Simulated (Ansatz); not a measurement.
## Ansatz (development build ahead of 0.2.0) run

```yaml
crystal:
  periodic: [false, false, false]
  atoms:
    - { symbol: C, position_ang: [1.14554, -0.61665, 0.14281] }
    - { symbol: C, position_ang: [0.09919, 0.48356, 0.29105] }
    - { symbol: C, position_ang: [-1.21556, 0.17578, -0.41778] }
    - { symbol: H, position_ang: [2.06548, -0.36001, 0.67203] }
    - { symbol: H, position_ang: [0.78459, -1.56592, 0.54719] }
    - { symbol: H, position_ang: [1.40193, -0.78063, -0.90691] }
    - { symbol: H, position_ang: [0.5057, 1.42229, -0.09624] }
    - { symbol: H, position_ang: [-0.09552, 0.65588, 1.35358] }
    - { symbol: H, position_ang: [-1.93833, 0.98183, -0.27659] }
    - { symbol: H, position_ang: [-1.0666, 0.04863, -1.49294] }
    - { symbol: H, position_ang: [-1.66567, -0.74368, -0.03559] }
basis:
  gaussian: { orbitals: def2-SVP }
magnetization:
  spin_polarized: true
  initial_magnetization: 2
hamiltonian:
  xc: hf
correlation:
  method: mp2
  frozen_orbitals: { C: 1, H: 0 }
output:
  forces: true
```

The input is written out in the form of the current development build from the run's settings.

The run gave:

```json
{
 "Converged": "yes",
 "Reference energy": "-117.81452 hartree",
 "Correlation energy": "-0.43190 hartree",
 "Total energy": "-118.24642 hartree",
 "Spin squared of the determinant": "2.008",
 "Stability test": "minimum"
}
```

Forces (eV/Å):
| atom | Fx | Fy | Fz |
| --- | --- | --- | --- |
| C1 | -0.680 | 0.436 | 2.200 |
| C2 | 2.054 | -3.385 | -13.427 |
| C3 | -0.153 | 0.256 | 2.321 |
| H4 | 0.347 | 0.208 | 0.238 |
| H5 | -0.180 | -0.258 | 0.103 |
| H6 | -0.227 | 0.371 | -0.575 |
| H7 | 0.143 | 1.172 | 1.064 |
| H8 | -1.611 | 1.012 | 8.221 |
| H9 | -0.226 | 0.403 | 0.103 |
| H10 | 0.607 | 0.094 | -0.381 |
| H11 | -0.073 | -0.309 | 0.133 |

Caution: another spin multiplicity may lie lower.
